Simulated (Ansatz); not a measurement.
Elements on the sites of an ideal fcc lattice, at a guessed lattice constant:

```yaml
crystal:
  lattice:
    - [-3.90560, 3.90560, -3.90560]
    - [3.90560, 3.90560, 3.90560]
    - [3.90560, -3.90560, -3.90560]
  atoms:
    - { symbol: Co, position: [0.75000, 0.50000, 0.75000] }
    - { symbol: Ir, position: [0.00000, 0.25000, 0.75000] }
    - { symbol: Ir, position: [0.25000, 0.25000, 0.50000] }
    - { symbol: Ir, position: [0.00000, 0.50000, 0.50000] }
    - { symbol: Ir, position: [0.75000, 0.75000, 0.50000] }
    - { symbol: Ir, position: [0.75000, 0.25000, 0.00000] }
    - { symbol: Ir, position: [0.25000, 0.75000, 0.00000] }
    - { symbol: Pt, position: [0.25000, 0.00000, 0.75000] }
    - { symbol: Pt, position: [0.50000, 0.00000, 0.50000] }
    - { symbol: Pt, position: [0.50000, 0.75000, 0.75000] }
    - { symbol: Pt, position: [0.75000, 0.00000, 0.25000] }
    - { symbol: Pt, position: [0.50000, 0.25000, 0.25000] }
    - { symbol: Pt, position: [0.00000, 0.00000, 0.00000] }
    - { symbol: Pt, position: [0.25000, 0.50000, 0.25000] }
    - { symbol: Pt, position: [0.00000, 0.75000, 0.25000] }
    - { symbol: Pt, position: [0.50000, 0.50000, 0.00000] }
```

Cell and atoms were relaxed without symmetry on coarser meshes and computed once more. Theory: DFT PBEsol, scalar-relativistic, plane waves, PAW in Ansatz.

Plane waves to 420 eV, a k mesh through Γ of 6×6×6 on the computed 16-atom cell and Gaussian smearing (0.10 eV); collinear spin from starting moments 1.99 0.19 0 0.19 0 0 0 0 0.13 0 0 0.13 0 0 0 0 μB.

The relaxation ran on 3×3×3 k points with a smearing of 0.1 eV, from sites shaken by 0.02 Å.

**Question.** What does the relaxation give?

**Answer.** A volume of 14.42 Å³/atom and no gap on the mesh. It lies 0.07 eV/atom above the elements' standard states (static lattices, no corrections for gases). The atoms leave their sites by 0.04 Å (root mean square) and 0.05 Å at most, and the cell stretches by up to 0.2 % at fixed volume. One magnetic start was tried.

```xyz
16
Lattice="-3.8662 3.8578 -3.8570 3.8700 3.8634 3.8588 3.8705 -3.8596 -3.8631" Properties=species:S:1:pos:R:3 pbc="T T T"
Co    1.9037    1.9574   -3.8799
Ir    0.0410    1.9449   -5.7464
Ir    1.9656   -0.0052   -1.9178
Ir    0.0411    3.8240   -3.8686
Ir    1.9400    3.8747   -1.9547
Ir   -1.9305    3.8909   -1.9342
Ir    5.7817   -0.0208   -1.9033
Pt    1.9378   -1.9308   -3.8579
Pt    0.0479    0.0380   -3.8630
Pt    3.8457    1.9340   -1.9382
Pt   -1.9053    1.9357   -3.8587
Pt    0.0475    1.9409   -1.9612
Pt    3.8483    3.8582   -3.8563
Pt    1.9379    1.9346    0.0068
Pt   -0.0221    5.7932   -1.9177
Pt    3.8455    0.0141   -3.8579
```

Spin-orbit coupling is left out, which matters for the bands of heavy elements.

Cost: 2 runs of about 68 core-minutes in all (earlier runs that led there not counted), on AMD EPYC 7R43 (Zen 3) (shared hosts).